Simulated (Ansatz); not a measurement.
# Gd (Gd, hcp): the cost of one run

Method: DFT PBE, plane waves with PAW, scalar-relativistic, in Ansatz 0.2.0.

### 1 The starting structure

It takes space group P6_3/mmc (No. 194, hexagonal). The conventional cell has a = 3.648 Å, b = 3.648 Å, c = 5.833 Å, α = 90.00°, β = 90.00°, γ = 120.00°. Gd (site symmetry -6m2) has 12 Gd at 3.60 to 3.65 Å as nearest neighbours.

Coordinates:

```cif
data_structure
_symmetry_space_group_name_H-M 'P6_3/mmc'
_symmetry_Int_Tables_number 194
_cell_length_a 3.6483
_cell_length_b 3.6483
_cell_length_c 5.8327
_cell_angle_alpha 90.000
_cell_angle_beta 90.000
_cell_angle_gamma 120.000
_cell_volume 67.23
loop_
_atom_site_label
_atom_site_type_symbol
_atom_site_symmetry_multiplicity
_atom_site_Wyckoff_symbol
_atom_site_fract_x
_atom_site_fract_y
_atom_site_fract_z
_atom_site_occupancy
Gd1 Gd 2 c 0.33333 0.66667 0.25000 1
```

Starting moments (μB): +7.37 ×2.

### 2 The usual settings first

Input file input.yaml:

```yaml
crystal:
  lattice:
    - [3.6483276435, 0.0, 0.0]
    - [-1.8241638217, 3.1595444206, 0.0]
    - [0.0, 0.0, 5.8327272018]
  atoms:
    - { symbol: Gd, position: [0.3333333333, 0.6666666667, 0.25], spin: 7.372 }
    - { symbol: Gd, position: [0.6666666667, 0.3333333333, 0.75], spin: 7.372 }
hamiltonian:
  xc: pbe
  pseudopotentials:
    kind: paw
    azcp:
      Gd: "pseudopotentials/Gd.paw.azcp"
basis:
  ecutwfc: 420
  fft_grid_basis: typed
kpoints:
  mp_grid: { grid: [13, 13, 7], shift: [0, 0, 0] }
magnetization:
  spin_polarized: true
scf:
  occupations: { method: fermi_dirac, width: 0.05 }
  lower_state_search: "off"
output:
  stress: true
```

On the command line:

```bash
ansatz run input.yaml --threads 1 --pin off --max-ram 3584MiB --backend cpu --events-out ev --progress --plain --runs-dir out
```

What time and memory should one allow on 1 thread of Intel Xeon Platinum 8259CL at 2.50GHz (Skylake/Cascade Lake), shared host?

About 36 s, with a peak of 0.62 GiB.
